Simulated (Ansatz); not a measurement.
CH4SSi (`C[Si]S`). Charge 0, multiplicity 1. The structure was optimised at the PBE0-D4/def2-TZVP level. It is one conformer, not always the lowest.

```xyz
7

C     0.083    0.008    1.078
Si   -1.003    0.399   -0.432
S     0.443   -0.160   -1.894
H     1.162    0.068    0.920
H    -0.155   -1.022    1.379
H    -0.197    0.648    1.919
H    -0.332    0.059   -2.970
```

(1) What is the dipole moment at r2SCAN/def2-TZVPP? (Estimate.)

(2) And with PBE, B3LYP, ωB97M-V? (Estimate.)

(3) Give the Mulliken charges with r2SCAN, PBE, B3LYP in def2-TZVPP. (Estimate.)

Results:

(1) Computed: 0.43 D, with components (0.08, -0.08, 0.41) D in this frame, pointing from negative to positive charge.

(2) Computed: PBE 0.39 D, B3LYP 0.42 D, ωB97M-V 0.50 D.

(3) The calculation gave: 
```csv
atom,r2SCAN,PBE,B3LYP
C1,-0.29,-0.35,-0.37
Si2,0.19,0.14,0.19
S3,-0.24,-0.22,-0.23
H4,0.07,0.10,0.10
H5,0.08,0.10,0.10
H6,0.07,0.10,0.10
H7,0.11,0.12,0.11
```

B3LYP here is the variant with VWN-RPA as its local correlation; programs differ in this.
